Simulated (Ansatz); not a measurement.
A run of Ansatz (development build ahead of 0.2.0) on triplet CO at this shape:

| atom | x (Å) | y (Å) | z (Å) |
| --- | --- | --- | --- |
| O | 0.0000 | 0.0000 | 0.4930 |
| C | 0.0000 | 0.0000 | -0.6573 |

Its results:

```json
{
  "Converged": "yes",
  "Total energy": "-112.58685 hartree",
  "Spin squared of the determinant": "2.111",
  "Stability test": "minimum"
}
```

Task: Which input gives this output? Name the method, the orbitals and the basis set, and write the input.

Result: UHF in pcseg-2.

```yaml
crystal:
  periodic: [false, false, false]
  atoms:
    - { symbol: O, position_ang: [0.0, 0.0, 0.493] }
    - { symbol: C, position_ang: [0.0, 0.0, -0.65734] }
basis:
  gaussian: { orbitals: pcseg-2 }
magnetization:
  spin_polarized: true
  initial_magnetization: 2
hamiltonian:
  xc: hf
```

Caution: another spin multiplicity may lie lower; the unrestricted determinant is spin contaminated.
